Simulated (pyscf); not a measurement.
# Four-centre exchange: F–SiH₂–F (SMILES F[SiH2]F) + NH₃ (SMILES N) -> H₂N–SiH(F)–F (SMILES N[SiH](F)F) + H₂ (SMILES [H][H])

Gas phase, singlet surface, charge 0. Bonds broken: Si2–H4, N6–H7. Bonds formed: Si2–N6, H4–H7. PySCF, gas phase, ωB97X-D3(BJ)/def2-SVP geometries.

Transition state (Å):

```xyz
9

F      0.8784     1.3809    -0.0505
Si    -0.0927     0.0633    -0.2130
F      1.0687    -1.0696    -0.2328
H     -1.2817    -1.2928    -0.1225
H     -0.8622     0.4956    -1.3953
N     -0.9368     0.1987     1.4383
H     -1.5028    -0.7028     0.7973
H     -0.4000    -0.2468     2.1858
H     -1.2809     1.1068     1.7574
```

One imaginary mode, 1498i cm⁻¹; descent along it reached the two sides named, in the forms told below.

```tsv
bond	change	reactant side (Å)	saddle	product side
Si2–H4	breaks	1.483	1.806	3.9
N6–H7	breaks	1.021	1.242	2.7
Si2–N6	forms	2.289	1.859	1.700
H4–H7	forms	2.8	1.115	0.761
```

Electronic energies relative to the separated reactants (kJ/mol):

```csv
level,barrier,reaction energy,reverse barrier
ωB97X-D3(BJ)/def2-TZVP,140.1,-60.6,200.8
PBE/def2-TZVP,120.4,-53.1,173.5
r²SCAN/def2-TZVP,124.0,-63.0,187.1
B3LYP-D3(BJ)/def2-TZVP,142.8,-58.1,200.9
PBE0-D3(BJ)/def2-TZVP,125.7,-56.4,182.0
M06-2X/def2-TZVP,140.0,-70.0,209.9
ωB97M-D3(BJ)/def2-TZVP,140.4,-58.8,199.1
HF/def2-TZVP,220.5,-47.4,267.9
```

With ωB97M-D3(BJ)/def2-TZVP energies and thermal terms (ideal gas, 1 atm, RRHO with modes under 100 cm⁻¹ raised to 100, one conformer, R ln 2 for chiral ones without a mode under 150 cm⁻¹), in kJ/mol:

```tsv
T (K)	ΔH‡	ΔG‡	ΔH	ΔG
298	131.3	173.9	-73.2	-68.6
600	132.6	216.9	-66.7	-66.5
900	136.0	258.3	-61.7	-67.6
1200	139.8	298.5	-58.2	-70.2
```

On the reactant side the descent ends in an adduct with a N–Si contact (not fully relaxed), 35.2 kJ/mol under the separated species and 175.3 kJ/mol under the saddle at ωB97X-D3(BJ)/def2-TZVP. What is counted as formed (N–Si) is already present as a longer contact in the reactant adduct; forming that adduct is a step of its own. The same reactants have a lower exit, to HF + H₂N–SiH₂–F (barrier +93.0 kJ/mol at ωB97M-D3(BJ)/def2-TZVP, against +140.4 kJ/mol here). One saddle was located; it need not be the lowest between these sides.
